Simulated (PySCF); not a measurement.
Working out the ionisation energy of Mg

Mg [Ne] 3s2 (1S) → Mg+ [Ne] 3s1 (2S). All numbers are calculated (PySCF 2.14, the spin-free X2C one-electron Hamiltonian (Gaussian nucleus), in x2c-QZVPPall (9s6p5d2f, 66 functions)). Frozen: 1s2. Energies in hartree (1 hartree = 27.21139 eV):

```tsv
part	Mg (lower)	Mg+ (upper)
UHF	-199.921730	-199.678628
CCSD correlation	-0.299465	-0.263898
(T)	-0.003707	-0.002430
```

Question: What does Hartree-Fock give?

Answer: (-199.678628) − (-199.921730) = 0.243102 hartree = 6.615 eV.

Question: What do CCSD and CCSD(T) give?

Answer: The CCSD correlation energies differ by 0.035567 hartree = 0.968 eV and the triples by 0.001277 hartree = 0.035 eV, so CCSD gives 7.583 eV and CCSD(T) 7.618 eV.

Measured between the centres of the two terms (NIST): 7.646 eV, so CCSD(T) (valence and next inner shell) is off by -0.028 eV.

What remains against the reference includes basis incompleteness, the frozen core and higher excitations.
